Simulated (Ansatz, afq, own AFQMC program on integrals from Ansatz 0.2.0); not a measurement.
**Atomization energy of HO, doublet, worked out**

```xyz
2

O     0.0000    0.0000    0.0000
H     0.0000    0.0000    0.9731
```

Basis cc-pVTZ. Only valence electrons are correlated. Ansatz 0.2.0 and our own AFQMC program on the same integrals; the CISD trial comes from CCSD amplitudes, and released means the phaseless constraint is let go. ± is one standard error of the sampling.

Total energies in eV. CBS is CCSD(T) at the limit of def2-TZVPP/QZVPP (extrapolated itself); the highest rung of each member is named.

```
     member  count  CCSD(T)/cc-pVTZ  highest rung in cc-pVTZ     which  CCSD(T)/CBS
O (triplet)     +1       -2040.1454               -2040.1547       FCI   -2040.9924
H (doublet)     +1         -13.6005                 -13.6005       FCI     -13.6059
HO, doublet     -1       -2058.2072               -2058.2201  CCSDT(Q)   -2059.2497
```

Problem. Work out the best estimate of the atomization energy: the CCSD(T)/CBS difference plus the step from CCSD(T) to the highest rung.

Solution. Sums with the counts: CCSD(T)/CBS 4.6514 eV, highest rung 4.4649 eV, CCSD(T)/cc-pVTZ 4.4613 eV. The step is 4.4649 − 4.4613 = 0.0036 eV, so the best estimate is 4.6514 + (0.0036) = 4.6550 eV = 107.3 kcal/mol. The basis set is worth 0.190 eV of it. Zero-point, core-correlation and spin–orbit terms aren't in it.

Best estimates are given only where the step beyond CCSD(T) is under 0.3 eV and no member's determinant is very poor (T1 over 0.05, or 0.07 for open shells, ⟨S²⟩ too high by 0.3, two states mixed), so the hardest cases are missing from such tables.

CCSDT and higher add their correlation energy to the determinant of the CCSD(T) run, since their own runs factorise the integrals more tightly (a shift of under 2 meV). Each member of a difference takes its own highest rung, so a best estimate needn't equal the limit plus the step of one row.
